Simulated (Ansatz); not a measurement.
Elastic constant C12 (GPa) of solids drawn from the class of elemental solids other than molecular ones, at two levels: PBE (PAW; Ansatz, a program for electronic structure), and r²SCAN (Ansatz, PAW).

| solid | PBE | r²SCAN | shift (%) |
|---|---|---|---|
| bcc Li | 13.1 | 12.2 | -6.9 |
| hcp Ti | 82.7 | 89.1 | +7.7 |
| hcp Sc | 37.7 | 42.9 | +13.8 |
| fcc Ca | 14.9 | 15.5 | +4.0 |
| hcp Zr | 65.0 | 65.1 | +0.2 |
| fcc Al | 64.6 | 73.3 | +13.5 |
| bcc Cs | 1.85 | 1.67 | -9.7 |
| hcp Ru | 181 | 198 | +9.4 |
| fcc Ag | 81.0 | 92.7 | +14.4 |
| hcp Y | 25.0 | 29.1 | +16.4 |

The shifts run from -9.7 % to +16.4 %, with a median of +8.6 %.

Over all 10 rows r²SCAN is the larger in 8.

Ansatz's runs of these crystals have no spin polarisation. Meta-GGA and hybrid levels favour moments, which can bear on hcp Ti, hcp Sc, hcp Y.

Spin–orbit coupling is left out, also for the solids with elements from indium on (bcc Cs); its size isn't shown.

Each level is taken at its own relaxed cell. Ansatz's density-functional and Hartree–Fock values are scalar-relativistic unless marked +SOC, with PAW data made under PBE.
